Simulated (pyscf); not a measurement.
Four-centre exchange: difluorosilylene (F–Si:–F) [singlet] + water (H₂O) → hydrogen fluoride (HF) + HO–Si:–F [singlet]

Gas phase, singlet surface, charge 0. Bonds broken: F1–Si2, O4–H5. Bonds formed: F1–H5, Si2–O4. PySCF, gas phase, ωB97X-D3(BJ)/def2-SVP geometries. MP2 and CC: frozen core, UHF for open shells. ΔMP2 is the change of the MP2 total energy from the triple- to the quadruple-zeta basis.

Transition state (Å):

```xyz
6

F     -0.6155     1.5326    -0.6506
Si     1.1176     0.5253    -0.7635
F      1.6126     1.0011     0.7324
O     -0.1736    -0.5942    -0.1341
H     -0.8368     0.5523    -0.2788
H     -0.0560    -0.8640     0.7892
```

One imaginary mode, 512i cm⁻¹; descent along it reached the two sides named, in the forms told below.

| bond | change | reactant side (Å) | saddle | product side |
|---|---|---|---|---|
| F1–Si2 | breaks | 1.662 | 2.008 | 2.574 |
| O4–H5 | breaks | 0.972 | 1.332 | 1.834 |
| F1–H5 | forms | 2.267 | 1.071 | 0.940 |
| Si2–O4 | forms | 2.156 | 1.821 | 1.703 |

Electronic energies relative to the separated reactants (kcal/mol):

| level | barrier | reaction energy | reverse barrier |
|---|---|---|---|
| ωB97X-D3(BJ)/def2-TZVP | 9.9 | +7.5 | 2.4 |
| PBE/def2-TZVP | 7.1 | +8.0 | -0.9 |
| r²SCAN/def2-TZVP | 7.7 | +7.9 | -0.2 |
| B3LYP-D3(BJ)/def2-TZVP | 10.6 | +8.0 | 2.6 |
| PBE0-D3(BJ)/def2-TZVP | 8.0 | +7.2 | 0.8 |
| M06-2X/def2-TZVP | 9.0 | +7.0 | 2.0 |
| ωB97M-D3(BJ)/def2-TZVP | 10.4 | +8.1 | 2.4 |
| HF/def2-TZVP | 23.9 | +8.2 | 15.7 |
| MP2/def2-QZVPP | 12.0 | +7.4 | 4.6 |
| CCSD/def2-TZVPP | 15.0 | +7.6 | 7.4 |
| CCSD(T)/def2-TZVPP | 13.0 | +7.5 | 5.5 |
| CCSD(T)/def2-TZVPP + ΔMP2(QZVPP) | 13.5 | +7.8 | 5.7 |

With CCSD(T)/def2-TZVPP + ΔMP2(QZVPP) energies and thermal terms (ideal gas, 1 atm, RRHO with modes under 100 cm⁻¹ raised to 100, one conformer, R ln 2 for rigid chiral ones), in kcal/mol:

```csv
T (K),ΔH‡,ΔG‡,ΔH,ΔG
298,12.4,22.9,+7.4,+7.8
600,12.5,33.5,+7.9,+8.0
900,13.0,43.9,+8.4,+8.0
1200,13.8,54.1,+8.8,+7.8
```

On the reactant side the descent ends in an adduct with a O–Si contact, 12.2 kcal/mol under the separated species and 22.1 kcal/mol under the saddle at ωB97X-D3(BJ)/def2-TZVP. At PBE, r²SCAN the saddle lies under the separated products, which points to a path from their complex (located at ωB97X-D3(BJ) alone), and parting the products costs more than the saddle. What is counted as formed (O–Si) is already present as a longer contact in the reactant adduct; forming that adduct is a step of its own. This is the saddle that the search found; another between the same sides may lie lower. The CCSD(T) − MP2 part came from Ansatz, without density fitting, on the same reference.
